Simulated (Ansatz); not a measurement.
Relaxation of AlH6OP (9 atoms, charge 0, multiplicity 1), to a largest force component of 0.03 eV/Å in at most 50 steps.

Theory: RKS B3LYP-D4/cc-pVDZ (Ansatz 0.2.0).

```xyz
9
Properties=species:S:1:pos:R:3:forces:R:3
Al 0.323 0.542 -0.222 -0.22 -0.69 0.11
O -0.447 -0.296 2.512 0.22 0.79 -0.37
H -1.416 -0.352 2.547 0.04 0.01 -0.01
H 1.583 -0.399 -0.431 0.01 0.00 0.01
H -1.095 0.229 -0.874 0.01 0.00 0.01
P 0.514 2.494 0.983 0.14 0.72 0.16
H 1.845 2.864 0.587 -0.13 -0.03 0.04
H -0.171 3.367 0.066 0.07 -0.11 0.10
H -0.267 0.661 2.688 -0.15 -0.69 -0.04
```

Task: Where does it end, and by what steps?

Result: The run converged. After 9 steps the energy has fallen by 0.567 eV; H3 moved furthest, 0.51 Å. Joined: Al1–O2 (2.96 → 2.08 Å).

```json
{"step": "0", "energy less start (eV)": "0.0000", "largest force component (eV/Å)": "0.792", "accepted": "yes"}
{"step": "1", "energy less start (eV)": "-0.1405", "largest force component (eV/Å)": "1.285", "accepted": "yes"}
{"step": "2", "energy less start (eV)": "-0.3673", "largest force component (eV/Å)": "1.198", "accepted": "yes"}
{"step": "3", "energy less start (eV)": "-0.4980", "largest force component (eV/Å)": "0.970", "accepted": "yes"}
{"step": "4", "energy less start (eV)": "-0.5139", "largest force component (eV/Å)": "0.558", "accepted": "yes"}
{"step": "5", "energy less start (eV)": "-0.5549", "largest force component (eV/Å)": "0.426", "accepted": "yes"}
{"step": "6", "energy less start (eV)": "-0.5623", "largest force component (eV/Å)": "0.177", "accepted": "yes"}
{"step": "7", "energy less start (eV)": "-0.5631", "largest force component (eV/Å)": "0.201", "accepted": "yes"}
{"step": "8", "energy less start (eV)": "-0.5666", "largest force component (eV/Å)": "0.055", "accepted": "yes"}
{"step": "9", "energy less start (eV)": "-0.5670", "largest force component (eV/Å)": "0.006", "accepted": "yes"}
```

```xyz
9
Properties=species:S:1:pos:R:3
Al 0.203 0.492 0.184
O -0.352 -0.183 2.071
H -1.239 -0.575 2.124
H 1.457 -0.436 -0.133
H -1.204 0.239 -0.535
P 0.599 2.694 1.023
H 1.887 2.899 0.434
H -0.131 3.399 0.013
H -0.353 0.583 2.675
```

Whether the end is a true minimum wasn't checked by a vibrational analysis.

Run time: 28 s on 1 thread of Intel(R) Xeon(R) Platinum 8488C (Sapphire Rapids), on a shared host, peak memory 0.17 GiB.
